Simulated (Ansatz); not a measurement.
Frontier orbitals of C3H5ClO2 (`C[C@H]1O[C@H](Cl)O1`).

The species carries charge 0 and has multiplicity 1. The geometry is a stationary point of PBE0-D4/def2-TZVP. Basis def2-TZVPP, Ansatz.

Orbital energies of one run (eV). Highest occupied ones, from the top: -10.86, -11.58, -11.68, -12.65, -13.23, -14.01, -14.83, -14.84, -15.63, -17.98, -18.38, -18.61, -19.36, -22.33. Empty: 3.25, 3.43, 3.63, 4.32, 4.61, 5.12.

Problem. Which functional gave them?
A. PBE
B. LC-ωPBE
C. r2SCANh
D. PBE0

Solution. B. HOMO energies: LC-ωPBE -10.86, r2SCANh -7.57, PBE0 -8.18, PBE -6.70 eV.

LC-ωPBE has ω = 0.4 bohr⁻¹.
